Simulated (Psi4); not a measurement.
# A workflow on CH6B− ([BMeH3]-)

We compute a structure relaxation (HF-3c/MINIX), then vibrational wavenumbers, then the energy (SCS-MP2/aug-cc-pVDZ) of CH6B− ([BMeH3]-). 

Program for the calculation: Psi4 1.11.

## 1. The structure to begin with

CH6B−: 8 atoms, total charge -1, spin state singlet. SMILES: `[H][B-]([H])([H])C`. The shape is that of a GFN2-xTB optimisation. The run starts from this shape.

Bond lengths: B1–C2 1.649 Å, C2–H3 1.096 Å, C2–H4 1.096 Å, C2–H5 1.096 Å, B1–H6 1.231 Å, B1–H7 1.231 Å, B1–H8 1.232 Å. Some angles: B1–C2–H3 112.2°, B1–C2–H4 112.2°, B1–C2–H5 112.2°, C2–B1–H6 110.2°, C2–B1–H7 110.2°, C2–B1–H8 110.2°, H3–C2–H4 106.6°, H3–C2–H5 106.6°, H4–C2–H5 106.6°, H6–B1–H7 108.7°.

## 2. A geometry optimisation at HF-3c/MINIX (density fitting) (run 1)

File input.in:

```
memory 1600 MB

molecule {
  -1 1
  B     -0.002120     0.003030    -0.820260
  C      0.002160    -0.002850     0.828840
  H     -1.010180     0.041900     1.245300
  H      0.550190     0.849940     1.244930
  H      0.469650    -0.905360     1.238890
  H      1.151450    -0.035240    -1.249110
  H     -0.546150     1.024230    -1.240270
  H     -0.615010    -0.975650    -1.248310
  symmetry c1
}

set reference rks
set geom_maxiter 60

energy_value, wavefunction = opt('hf-3c', return_wfn=True)
print_variables()
```

The run is started by

```console
$ psi4 -i input.in -o input.out -n 1
```

input.out:

```text
[...]
  Running in c1 symmetry.
[...]
  Nuclear repulsion =   35.575081270040862
[...]
  Multiplicity = 1
[...]
  Nalpha       = 9
  Nbeta        = 9
[...]
    Number of basis functions: 16
[...]
   @DF-RKS iter   1:   -65.53865677311484   -2.00956e+00   7.79588e-03 ADIIS/DIIS
[...]
   @DF-RKS iter   5:   -65.55768108933987   -4.83169e-13   5.93591e-09 DIIS
[...]
    Orbital Energies [Eh]
    ---------------------
    Doubly Occupied:
       1A    -10.832205     2A     -7.114883     3A     -0.675367
       4A     -0.394227     5A     -0.299502     6A     -0.299501
       7A     -0.136062     8A     -0.132776     9A     -0.132775
[...]
  @DF-RKS Final Energy:   -65.55768108933987
   => Energetics <=
    Nuclear Repulsion Energy =             35.8763107605654099
    One-Electron Energy =                -162.8152686296828620
    Two-Electron Energy =                  61.3903357497308946
    Total Energy =                        -65.5576810893398658
[...]
 Multipole Moments:
 ------------------------------------------------------------------------------------
     Multipole            Electronic (a.u.)      Nuclear  (a.u.)        Total (a.u.)
 ------------------------------------------------------------------------------------
 L = 1.  Multiply by 2.5417464519 to convert [e a0] to [Debye]
 Dipole X            :          0.0015574            0.0017331            0.0032905
 Dipole Y            :         -0.0022344           -0.0025021           -0.0047365
 Dipole Z            :          0.6077258            0.6866781            1.2944039
 Magnitude           :                                                    1.2944168
[...]
  -Total Gradient:
     Atom            X                  Y                   Z
    ------   -----------------  -----------------  -----------------
       1       -0.000000226997    -0.000005753972     0.000026540523
       2        0.000003365458    -0.000001818110     0.000043762389
       3        0.000104648918    -0.000002840061     0.000010344808
       4       -0.000054760246    -0.000093372013     0.000009696023
       5       -0.000053111626     0.000097239119     0.000010640803
       6       -0.000003758211     0.000001845084    -0.000034162372
       7       -0.000002117325    -0.000000773882    -0.000034817406
       8        0.000005960029     0.000005473834    -0.000032004766
[...]
```

On the terminal:

```text
Optimizer: Optimization complete!
```

Run time: 6.6 s. Hardware: 1 thread of Intel Xeon Platinum 8259CL at 2.50GHz (Skylake/Cascade Lake), shared host; peak memory 0.21 GiB.

The path in brief:

```
step  energy from the first frame kept (eV)  largest force (eV/Å)
   0                                 0.0000                1.9990
   1                                -0.1211                0.2742
   2                                -0.1276                0.0746
   3                                -0.1277                0.0057
```

After the run. Bond lengths: B1–C2 1.678 Å, C2–H3 1.079 Å, C2–H4 1.079 Å, C2–H5 1.079 Å, B1–H6 1.182 Å, B1–H7 1.182 Å, B1–H8 1.182 Å. Some angles: B1–C2–H3 112.2°, B1–C2–H4 112.2°, B1–C2–H5 112.2°, C2–B1–H6 109.7°, C2–B1–H7 109.7°, C2–B1–H8 109.7°, H3–C2–H4 106.6°, H3–C2–H5 106.6°, H4–C2–H5 106.6°, H6–B1–H7 109.2°.

## 3. The harmonic vibrations at HF-3c/MINIX (density fitting) (run 2)

File input.in:

```
memory 1.6 GB

molecule {
  -1 1
  B     -0.002122     0.003142    -0.837535
  C      0.002147    -0.002998     0.840944
  H     -0.995443     0.035399     1.250807
  H      0.537046     0.840395     1.249862
  H      0.467938    -0.889252     1.243720
  H      1.108897    -0.038925    -1.239122
  H     -0.521459     0.989417    -1.231201
  H     -0.596855    -0.936681    -1.238052
}

set {
  t 298.15
  rotational_symmetry_number 3
}

E = frequencies('hf-3c')
```

The run is started by

```console
$ psi4 input.in input.out -n 1
```

input.out:

```text
[...]
  Running in c1 symmetry.
[...]
  Nuclear repulsion =   35.876311407078198
[...]
  Multiplicity = 1
[...]
  Nalpha       = 9
  Nbeta        = 9
[...]
    Number of basis functions: 16
[...]
   @DF-RHF iter   1:   -65.54365230884099   -1.94704e+00   7.68881e-03 DIIS/ADIIS
[...]
  -Total Gradient:
     Atom            X                  Y                   Z
    ------   -----------------  -----------------  -----------------
       1        0.000000232748    -0.000005977014     0.000026474254
       2        0.000002199686    -0.000002397098     0.000043709727
       3        0.000105267220    -0.000002763381     0.000010122133
       4       -0.000054444896    -0.000092945726     0.000009937453
       5       -0.000052979543     0.000097283414     0.000010665595
       6       -0.000003984031     0.000001905122    -0.000034105612
       7       -0.000002205562    -0.000000604222    -0.000034860962
       8        0.000005914376     0.000005498905    -0.000031942589
[...]
   @DF-RHF iter   8:   -65.55768108918039   -5.25802e-13   1.98830e-09 DIIS
[...]
  @DF-RHF Final Energy:   -65.55768108918039
   => Energetics <=
    Nuclear Repulsion Energy =             35.8763114070781981
    One-Electron Energy =                -162.8152698152982509
    Two-Electron Energy =                  61.3903362893123656
    Total Energy =                        -65.5576810891804058
[...]
  ==> Harmonic Vibrational Analysis <==
[...]
  Freq [cm^-1]                 263.1118            775.4124            775.4241
[...]
  IR activ [km/mol]             0.0000              4.8084              4.8082
[...]
  Freq [cm^-1]                 906.7565           1264.3201           1264.3224
[...]
  IR activ [km/mol]             1.1087             16.4316             16.4322
[...]
  Freq [cm^-1]                1470.6846           1532.7761           1532.7812
[...]
  IR activ [km/mol]            71.5077              5.8958              5.8960
[...]
  Freq [cm^-1]                1600.3305           1837.7990           1837.8026
[...]
  IR activ [km/mol]             2.6565              0.1655              0.1656
[...]
  Freq [cm^-1]                2901.1709           3039.4617           3039.5188
[...]
  IR activ [km/mol]            26.5347             47.9204             47.9172
[...]
  Freq [cm^-1]                3536.1835           3693.3932           3693.4203
[...]
  IR activ [km/mol]             0.0064              1.0472              1.0472
[...]
  Total E_0, Enthalpy at 0 [K]                                                          -65.47802571 [Eh]
[...]
  Total H, Enthalpy at  298.15 [K]                                                      -65.47351081 [Eh]
[...]
```

Standard output:

```text
Warning: used thermodynamics relations inappropriate for low-frequency modes: ['263.1118']
```

It took 6.6 s on 1 thread of Intel Xeon Platinum 8259CL at 2.50GHz (Skylake/Cascade Lake), shared host; peak memory 0.23 GiB.

## 4. A single-point energy at SCS-MP2/aug-cc-pVDZ (density fitting) (run 3)

File ch6b.in:

```
memory 1.6 GB

molecule m {
  -1 1
  B
  C 1 1.678496
  H 2 1.079188 1 112.16674
  H 2 1.079186 3 106.64622 1 123.16549
  H 2 1.079183 4 106.64534 3 -113.66886
  H 1 1.182119 2 109.70601 5 -60.04587
  H 1 1.182126 6 109.236 2 120.28593
  H 1 1.182112 6 109.2358 7 119.42816
  symmetry c1
}

set {
  basis       aug-cc-pVDZ
  freeze_core true
}

energy("scs-mp2")
```

The run is started by

```console
$ psi4 -i ch6b.in -o ch6b.out -n 1
```

ch6b.out:

```text
[...]
  Running in c1 symmetry.
[...]
  Nuclear repulsion =   35.876310039081048
[...]
  Multiplicity = 1
[...]
  Nalpha       = 9
  Nbeta        = 9
[...]
    Number of basis functions: 100
[...]
   @RHF iter   1:   -65.81964588192776   -6.08826e-01   5.41715e-03 DIIS/ADIIS
[...]
   @RHF iter  10:   -66.01595773329110   -7.50333e-12   3.66440e-09 DIIS
[...]
    Orbital Energies [Eh]
    ---------------------
    Doubly Occupied:
       1A    -10.979392     2A     -7.282716     3A     -0.715974
       4A     -0.446796     5A     -0.333847     6A     -0.333846
       7A     -0.188553     8A     -0.188552     9A     -0.187192
[...]
  @RHF Final Energy:   -66.01595773329110
   => Energetics <=
    Nuclear Repulsion Energy =             35.8763100390810479
    One-Electron Energy =                -162.4707998162388094
    Two-Electron Energy =                  60.5785320438666588
    Total Energy =                        -66.0159577332911027
[...]
 Multipole Moments:
 ------------------------------------------------------------------------------------
     Multipole            Electronic (a.u.)      Nuclear  (a.u.)        Total (a.u.)
 ------------------------------------------------------------------------------------
 L = 1.  Multiply by 2.5417464519 to convert [e a0] to [Debye]
 Dipole X            :          0.0000267           -0.0000110            0.0000157
 Dipole Y            :          0.0000175           -0.0000128            0.0000048
 Dipole Z            :          0.5857759            0.6866854            1.2724614
 Magnitude           :                                                    1.2724614
[...]
	SCS-MP2 Total Energy (a.u.)        :   -66.31754362242654
	SOS-MP2 Total Energy (a.u.)        :   -66.29830785872110
	SCSN-MP2 Total Energy (a.u.)       :   -66.11752256565573
[...]
	SOS-PI-MP2 Total Energy (a.u.)     :   -66.34536621295943
[...]
	MP2 Total Energy (a.u.)            :   -66.30895679559904
[...]
```

Run time: 9.9 s. Hardware: 1 thread of Intel Xeon Platinum 8259CL at 2.50GHz (Skylake/Cascade Lake), shared host; peak memory 0.58 GiB.

## 5. Summary of results

| quantity | value |
| --- | --- |
| run 1, HF-3c/MINIX: total energy at the end | -65.55768 Eh |
| run 1, HF-3c/MINIX: HOMO energy | -3.61 eV |
| run 1, HF-3c/MINIX: LUMO energy | 24.28 eV |
| run 1, HF-3c/MINIX: HOMO–LUMO gap (to an unbound level, set by the basis) | 27.89 eV |
| run 2, HF-3c/MINIX: lowest harmonic wavenumber | 263 cm⁻¹ |
| run 2, HF-3c/MINIX: highest harmonic wavenumber | 3693 cm⁻¹ |
| run 2, HF-3c/MINIX: zero-point energy | 209.1 kJ/mol |
| run 2, HF-3c/MINIX: ideal-gas entropy at 298.15 K (symmetry number 3 as used) | 56.4 cal/(mol K) |
| run 3, SCS-MP2/aug-cc-pVDZ: total energy | -66.31754 Eh |
| run 3, SCS-MP2/aug-cc-pVDZ: HOMO energy (Hartree–Fock orbitals) | -5.09 eV |
| run 3, SCS-MP2/aug-cc-pVDZ: LUMO energy (Hartree–Fock orbitals) | 4.05 eV |
| run 3, SCS-MP2/aug-cc-pVDZ: HOMO–LUMO gap (to an unbound level, set by the basis) | 9.15 eV |
| run 3, SCS-MP2/aug-cc-pVDZ: correlation energy (2 core orbitals frozen) | -301.6 mEh |

In words: The optimisation (run 1, HF-3c/MINIX) took 4 steps and changed the energy by -0.128 eV. All 18 modes (run 2, HF-3c/MINIX) are real, so the shape is a minimum at this level.
